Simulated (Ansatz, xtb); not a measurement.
**H2OPSi: which of two conformers lies lower**

Structure X is `O[SiH]=[P]`, a doublet and structure Y is `O[SiH]=[P]`, a doublet. Both are isolated molecules in the gas phase, relaxed with B3LYP-D3(BJ)/6-311G**.

X (Å):

```yaml
atoms:
  - { symbol: O, position_ang: [-0.9537, 0.6048, 1.0323] }
  - { symbol: P, position_ang: [1.7494, 0.3949, -0.8590] }
  - { symbol: Si, position_ang: [-0.0340, -0.2576, -0.0274] }
  - { symbol: H, position_ang: [-1.7697, 0.2269, 1.3705] }
  - { symbol: H, position_ang: [-0.6585, -1.5759, -0.3097] }
```

Y (Å):

```
atom    x (Å)    y (Å)    z (Å)
   O  -1.0862   0.4274   0.0616
   P   2.2333   0.0397  -0.3157
  Si   0.3677  -0.1547   0.5766
   H   0.0704  -0.8631   1.8376
   H  -1.1182   0.9296  -0.7580
```

Energies in hartree; the thermal terms are from B3LYP-D3(BJ)/6-311G** harmonic frequencies (ideal gas, rigid rotor, one conformer each, 298.15 K, 1 atm) and include the zero-point energy:

|  | X | Y |
| --- | --- | --- |
| E, CCSD(T)/def2-TZVP | −706.263587 | −706.267025 |
| zero-point energy | 0.022912 | 0.023493 |
| H(298 K) − E | 0.028420 | 0.028794 |
| G(298 K) − E | −0.004983 | −0.004201 |

**Question.** Work out ΔE, ΔE₀, ΔH and ΔG for X → Y in kcal/mol (1 Eh = 627.51 kcal/mol) and the equilibrium ratio [Y]/[X].

**Answer.** 1. ΔE = −706.267025 − (−706.263587) = −0.003438 Eh = −2.16 kcal/mol.
2. ΔE₀ = ΔE + ΔZPE = −0.003438 + (+0.000581) Eh = −1.79 kcal/mol.
3. ΔH = ΔE + (+0.000374) Eh = −1.92 kcal/mol.
4. ΔG = ΔE + (+0.000782) Eh = −1.67 kcal/mol, so ΔS = (ΔH − ΔG)/T = −3.6 J/(mol K).
5. kT = 0.9442 mEh, so K = [Y]/[X] = exp(−ΔG/kT) = exp(+2.81) ≈ 17.

Structure Y is favoured at this temperature. An error of 1 kcal/mol in ΔG would change K by a factor of 5.4. Mirror images and further conformers aren't counted.

Other levels gave ΔE = −2.5 (B3LYP-D3(BJ)/6-311G**); −1.8 (HF/def2-TZVP); −2.8 (MP2/def2-TZVP) kcal/mol. Open shells are spin-unrestricted, with notable spin contamination. The correlated steps freeze 11 core orbitals. Programs: Ansatz 0.2.0.
